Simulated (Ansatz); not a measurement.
Results of r²SCAN in Ansatz (PAW) for A-type hexagonal La2O3.

Settings: plane-wave cutoff 600 eV, 6×6×4 k mesh (along the axes of the cell as run), finite displacements, scalar-relativistic PAW data made under PBE.

The cell has the measured lattice parameters. Conventional cell: a = 3.9340 Å, b = 3.9340 Å, c = 6.1300 Å, α = 90.00°, β = 90.00°, γ = 120.00°.

La2O3 has the trigonal space group P-3m1 (No. 164), Pearson symbol hP5. Cell: a = 3.9340 Å, b = 3.9340 Å, c = 6.1300 Å, α = 90.00°, β = 90.00°, γ = 120.00°. La on 2d has 4 O at 2.365–2.451 Å and 3 O at 2.727 Å. O1 on 1a is coordinated by 6 La at 2.727 Å (octahedral). O2 on 2d is surrounded by 4 La at 2.365–2.451 Å (tetrahedral). (Neighbours: up to the widest gap in distance over summed covalent radii, below 1.35, at either atom; cation-cation and far metal-metal contacts left out.)

Harmonic phonon frequencies (cm⁻¹; i marks an imaginary mode; at Γ without the LO shift):

| q point | frequencies |
|---|---|
| Γ | 0 0 0 102 102 186 186 189 190 358 358 392 392 392 441 |

Note: the cell isn't this level's own, so it is under some stress, which shifts stiffness and frequencies.

Ansatz is a first-principles code.
